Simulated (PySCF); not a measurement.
**First hyperpolarisability: `InChI=1S/C2H5NOS/c3-2(5)1-4/h4H,1H2,(H2,3,5)`**

Geometry:
```tsv
atom	x (Å)	y (Å)	z (Å)
N1	1.399	0.120	0.202
C2	0.380	0.230	-0.658
S3	0.583	0.461	-2.264
C4	-0.995	0.127	-0.037
O5	-0.992	-0.533	1.205
H6	1.204	0.042	1.190
H7	2.344	0.232	-0.124
H8	-1.357	1.143	0.161
H9	-1.682	-0.338	-0.754
H10	-0.876	-1.478	1.057
```

The calculation used quadratic response B3LYP/aug-cc-pVDZ first hyperpolarisability, Taylor convention, gas phase in PySCF 2.14.0. Geometry: GFN2-xTB.

(1) What is the first hyperpolarisability, and how does it disperse?

Answers

(1) In au, Taylor convention; the vector part is βᵢ = ⅓ Σⱼ (βᵢⱼⱼ + βⱼᵢⱼ + βⱼⱼᵢ); β∥ is 3/5 of the vector part along the dipole, the dipole points from − to +:
| process | λ (nm) | β vector norm | β∥ | β HRS | depolarisation ratio |
| --- | --- | --- | --- | --- | --- |
| static β(0;0,0) | ∞ | 167.9 | 76.4 | 79.5 | 3.51 |
| second harmonic β(−2ω;ω,ω) | 1064 | 201.9 | 79.9 | 101.1 | 2.92 |
| Pockels β(−ω;ω,0) | 1064 | 177.6 | 78.0 | – | – |
| Pockels β(−ω;ω,0) | 800 | 186.1 | 78.9 | – | – |

Second harmonics within 0.3 eV of the first excitation or beyond it are left out.

Problem. Which lowest excitations, dipole and polarisabilities go with it?

Solution. S1 3.38 eV (f = 0.000); S2 4.53 eV (f = 0.010); S3 5.06 eV (f = 0.118); dipole 3.45 D; isotropic α 64.2 au static, 65.1 au at 1064 nm, 65.9 au at 800 nm, 68.4 au at 532 nm.
